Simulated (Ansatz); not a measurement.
# CHN: how energies converge with the basis set

One table from this session's results is given with a row withheld; the runs are named, their logs left out.

The runs use Ansatz 0.2.0, Gaussian basis; one geometry, several basis sets.

Plan: PBE0-D4/def2-SVP; ωB97M-V/def2-SVP; PBE0-D4/def2-QZVPP; ωB97M-V/def2-QZVPP; CCSD(T)/cc-pV(D+d)Z; CCSD(T)/cc-pV(T+d)Z; CCSD(T)/cc-pV(Q+d)Z; the functionals' def2-TZVPP values are taken from earlier runs.

## Structure used throughout

An earlier PBE0-D4 in a triple-zeta def2 set relaxation fixed the geometry.

SMILES `C#N`, 3 atoms, charge 0, spin multiplicity 1.

Atoms are counted from 1 here; the program's logs count them from 0.

Bond lengths: C1–N2 1.146 Å, C1–H3 1.069 Å. Angles: N2–C1–H3 180.0°.

Coordinates:

```mol
CHN
  3D, bonds by distance, orders not assigned

  3  2  0  0  0  0  0  0  0  0999 V2000
   -0.0056   -0.0244   -0.0056 C   0  0
    0.2520    1.0610    0.2552 N   0  0
   -0.2464   -1.0366   -0.2495 H   0  0
  1  2  8  0
  1  3  8  0
M  END
```

The first run:

in.yaml

```yaml
crystal:
  periodic: [false, false, false]
  atoms:
    - {symbol: C, position_ang: [-0.005594, -0.024366, -0.005643]}
    - {symbol: N, position_ang: [0.252003, 1.061009, 0.255152]}
    - {symbol: H, position_ang: [-0.246408, -1.036642, -0.249519]}
basis:
  gaussian: {orbitals: def2-SVP}
hamiltonian: {xc: pbe0, dispersion: d4}
output: {orbitals: {seedname: orbitals}}
```

Among the steps run: PBE0-D4 in def2-SVP; ωB97M-V in def2-SVP; PBE0-D4 in def2-QZVPP; ωB97M-V in def2-QZVPP.

One table of the session follows, with a row left open; its other results are not shown here.

It belongs to the step «Functionals by basis». 

| functional | basis | HOMO (eV) | LUMO (eV) |
| --- | --- | --- | --- |
| PBE0-D4 | def2-SVP | -10.36 | 0.70 |
| PBE0-D4 | def2-TZVPP | -10.43 | 0.30 |
| PBE0-D4 | def2-QZVPP | -10.45 | 0.16 |
| ωB97M-V | def2-SVP | -12.72 | 3.17 |
| ωB97M-V | def2-TZVPP | ? | ? |
| ωB97M-V | def2-QZVPP | -12.84 | 2.04 |

Q: Estimate the row for ωB97M-V, def2-TZVPP from the others.

**Answer.** HOMO (eV): -12.82; LUMO (eV): 2.56. In the column «HOMO (eV)» it lies between ωB97M-V, def2-QZVPP (-12.84) and ωB97M-V, def2-SVP (-12.72).
